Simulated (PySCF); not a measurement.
# PBE0 beside CCSD(T) along the third period: bonds to P

PBE0 and CCSD(T) in PySCF with x2c-SVPall on every atom, spin-free X2C, for the lowest determinant that a PBE0 search found; no spin–orbit coupling.

| molecule | state (unpaired electrons) | PBE0 Re (Å) | PBE0 ωe (cm⁻¹) | PBE0 De (eV) | CCSD(T) Re (Å) | CCSD(T) ωe (cm⁻¹) | CCSD(T) De (eV) |
| --- | --- | --- | --- | --- | --- | --- | --- |
| NaP | triplet (π ↑↑) | 2.668 | 274 | 1.27 | 2.733 | 248 | 0.75 |
| MgP | quartet (σ ↑, π ↑↑) | 2.563 | 301 | 0.81 | 2.616 | 253 | 0.26 |
| SiP | doublet (π ↑) | 2.078 | 640 | 3.56 | 2.098 | 608 | 2.93 |
| PS | doublet (π ↑) | 1.906 | 774 | 4.27 | ? | ? | ? |

(1) Estimate the CCSD(T) values of PS by adding the mean shift from PBE0 to CCSD(T) of the other rows, and compare with the calculation.

(2) What are the mean differences of PBE0 from CCSD(T) over the whole series?

In a basis of this size CCSD(T) is itself not converged; it tends to give bonds that are too long and too weak.

Correlated steps freeze the inner cores (6 to 10 orbitals); shallow outer-core shells are correlated. UHF and ROHF references stand side by side, which adds small steps between rows. Weak bonds: MgP. Basis-set superposition, not corrected here, can be much of De in a small basis, most of all at correlated wavefunction levels. Functionals without a dispersion term scatter widely for such bonds, and LDA overbinds them. States were picked by a PBE0 search and need not be the measured ground states.

Results:

(1) The mean shifts are +4.6 pm, -35 cm⁻¹ and -0.57 eV, which give 1.952 Å, 739 cm⁻¹ and 3.70 eV. CCSD(T)/x2c-SVPall gives Re = 1.927 Å, ωe = 727 cm⁻¹, De = 3.52 eV.

(2) Re -4.0 pm, ωe +38 cm⁻¹, De +0.61 eV.
